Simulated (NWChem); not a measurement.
System: hydrogen peroxide (H$_{2}$O$_{2}$); SMILES OO

Here is an NWChem input.

```
start job
memory heap 200 mb stack 900 mb global 1100 mb
geometry units angstroms noautoz
  O      0.040794    -0.708066    -0.122099
  O     -0.040790     0.708067    -0.122096
  H     -0.758713    -0.939419     0.370136
  H      0.758709     0.939418     0.370134
end
basis spherical
  * library def2-svp
end
dft
  xc xcamb88 1.00 lyp 0.81 vwn_5 0.19 hfexch 1.00
  cam 0.33 cam_alpha 0.19 cam_beta 0.46
  iterations 150
  vectors input atomic output neutral.movecs
end
task dft energy
charge 1
dft
  odft
  mult 2
  vectors input atomic output cation.movecs
end
task dft energy
```

All runs use the structure optimised with PBE0/def2-SVP.

Ions are spin-unrestricted doublets at the neutral geometry; other ion states weren't tried.

**Question.** What results follow from this input? (CAM-B3LYP/def2-SVP, vertical spin-unrestricted ions.) Quantities: vertical ionisation energy, ΔSCF (eV); −ε(HOMO) (eV).

**Answer.** 
| Property | Value |
|---|---|
| vertical ionisation energy, ΔSCF (eV) | 11.29 |
| −ε(HOMO) (eV) | 9.14 |
